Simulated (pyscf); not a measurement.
# Four-centre exchange: `[GaH]=[AsH]` + `[SiH4]` -> `[SiH3][Ga]=[AsH]` + `[H][H]`

Gas phase, singlet surface, charge 0. Bonds broken: Ga2–H4, Si5–H6. Bonds formed: Ga2–Si5, H4–H6. Structures and frequencies: ωB97X-D3(BJ)/def2-SVP in PySCF.

Transition state (Å):

```xyz
9

As    -1.9398    -1.5770     1.9361
Ga    -1.6144     0.1183     0.5313
H     -0.7239    -2.2511     1.3033
H     -2.3584     1.6094     0.1970
Si     0.1430     0.5300    -1.2706
H     -1.4133     1.3967    -0.4968
H      0.1108     1.7157    -2.1791
H      0.0313    -0.7049    -2.0949
H      1.4144     0.5557    -0.4959
```

One imaginary mode, 1504i cm⁻¹; descent along it reached the two sides named, in the forms told below.

| bond | change | reactant side (Å) | saddle | product side |
|---|---|---|---|---|
| Ga2–H4 | breaks | 1.556 | 1.700 | 2.6 |
| Si5–H6 | breaks | 1.505 | 1.942 | 3.3 |
| Ga2–Si5 | forms | 3.4 | 2.550 | 2.387 |
| H4–H6 | forms | 2.533 | 1.192 | 0.763 |

Electronic energies relative to the separated reactants (kcal/mol):

```
level                   barrier  reaction energy  reverse barrier
----------------------  -------  ---------------  ---------------
ωB97X-D3(BJ)/def2-TZVP     39.3             -5.5             44.8
PBE/def2-TZVP              30.6             -4.2             34.8
r²SCAN/def2-TZVP           32.1             -3.5             35.6
B3LYP-D3(BJ)/def2-TZVP     38.3             -2.6             40.9
PBE0-D3(BJ)/def2-TZVP      33.2             -3.6             36.9
M06-2X/def2-TZVP           41.2             -1.9             43.1
ωB97M-D3(BJ)/def2-TZVP     41.9             -0.1             42.0
HF/def2-TZVP               61.6             +5.4             56.2
```

With ωB97M-D3(BJ)/def2-TZVP energies and thermal terms (ideal gas, 1 atm, RRHO with modes under 100 cm⁻¹ raised to 100, one conformer, R ln 2 for chiral ones without a mode under 150 cm⁻¹), in kcal/mol:

| T (K) | ΔH‡ | ΔG‡ | ΔH | ΔG |
|---|---|---|---|---|
| 298 | 41.5 | 50.8 | -0.6 | 0.0 |
| 600 | 42.1 | 60.0 | +0.8 | 0.0 |
| 900 | 42.8 | 68.9 | +1.6 | -0.5 |
| 1200 | 43.5 | 77.4 | +2.1 | -1.3 |

On the reactant side the descent ends in a complex, 4.7 kcal/mol under the separated species and 44.0 kcal/mol under the saddle at ωB97X-D3(BJ)/def2-TZVP. At the saddle there is also a short Ga–H contact that neither side keeps. The same reactants have a lower exit, to H₃Si–AsH–GaH₂ (barrier +13.0 kcal/mol at ωB97M-D3(BJ)/def2-TZVP, against +41.9 kcal/mol here). HGa=AsH lies 12.3 kcal/mol over its isomer Ga–AsH₂ [singlet] (electronic energy, ωB97M-D3(BJ)/def2-TZVP). H₃Si–Ga=AsH lies 17.6 kcal/mol over its isomer H₃Si–AsH–Ga [singlet] (electronic energy, ωB97M-D3(BJ)/def2-TZVP). One saddle was located; it need not be the lowest between these sides. Elements up to Kr have no core potential and no relativistic terms here.
